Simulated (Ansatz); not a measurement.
# [H···H···O], triplet: transfer scan

Starting geometry:

| atom | x (Å) | y (Å) | z (Å) |
| --- | --- | --- | --- |
| H | 0.0000 | 0.0000 | -0.9037 |
| H | 0.0000 | 0.0000 | -0.1587 |
| O | 0.0000 | 0.0000 | 1.0623 |

From there H2 is moved from one fragment to the other while all else, the fragments' distance too, stays fixed; atoms are numbered as listed. Energies are in kJ/mol, counted from the starting geometry at the same level.

Basis cc-pVDZ; Ansatz 0.2.0. Only valence electrons are correlated (noble-gas cores frozen). Prefix R: restricted or restricted open-shell reference; prefix U: unrestricted. Active spaces: valence = (8e, 6o) chosen from the atoms' valence shells.

Runs in a small pair space aren't shown, since their orbitals change along the scan.

Full CI is exact within this basis and frozen core; it isn't the basis-set limit. The frozen core follows each run's orbitals, which can shift R against U totals by a few meV.

| distance H1-H2 (Å) | full CI | unpaired electrons (full CI) | error RMP2 | error UCCSD(T) | error BCCD(T) | error RCCSDTQ | error UCCSDTQ | error CASSCF (valence space) |
| --- | --- | --- | --- | --- | --- | --- | --- | --- |
| 0.693 | 8.6 | 2.01 | -1.0 | -0.2 | -0.2 | 0.0 | 0.0 | -4.0 |
| 0.745 | 0.0 | 2.02 | 0.0 | 0.0 | 0.0 | 0.0 | 0.0 | 0.0 |
| 0.778 | -2.5 | 2.02 | -1.3 | 0.1 | 0.1 | 0.0 | 0.0 | 2.3 |
| 0.811 | -3.9 | 2.02 | -5.8 | 0.2 | 0.2 | 0.0 | 0.0 | 4.2 |
| 0.844 | -4.8 | 2.02 | -14.0 | 0.3 | 0.2 | 0.0 | 0.0 | 5.5 |
| 0.877 | -5.6 | 2.02 | -18.7 | 0.3 | 0.2 | 0.0 | 0.0 | 6.1 |
| 0.910 | -6.1 | 2.02 | -18.1 | 0.3 | 0.2 | 0.0 | 0.1 | 6.0 |
| 0.943 | -5.9 | 2.02 | -17.9 | 0.3 | 0.2 | 0.0 | 0.1 | 5.2 |
| 0.976 | -3.9 | 2.02 | -18.6 | 0.2 | 0.1 | 0.0 | 0.1 | 3.8 |

Unpaired electrons are Σ n²(2−n)² over natural occupations. Errors are those of relative energies. In total energy the starting point itself misses full CI by: RMP2 70.5, UCCSD(T) 1.1, BCCD(T) 1.3, RCCSDTQ 0.0, UCCSDTQ -0.1, CASSCF (valence space) 405.2 kJ/mol.

Spread of the error over the points with a reference, to 0.976 Å (largest less smallest): RCCSDTQ 0.0, UCCSDTQ 0.1, BCCD(T) 0.4, UCCSD(T) 0.5, CASSCF (valence space) 10.1, RMP2 18.7 kJ/mol.
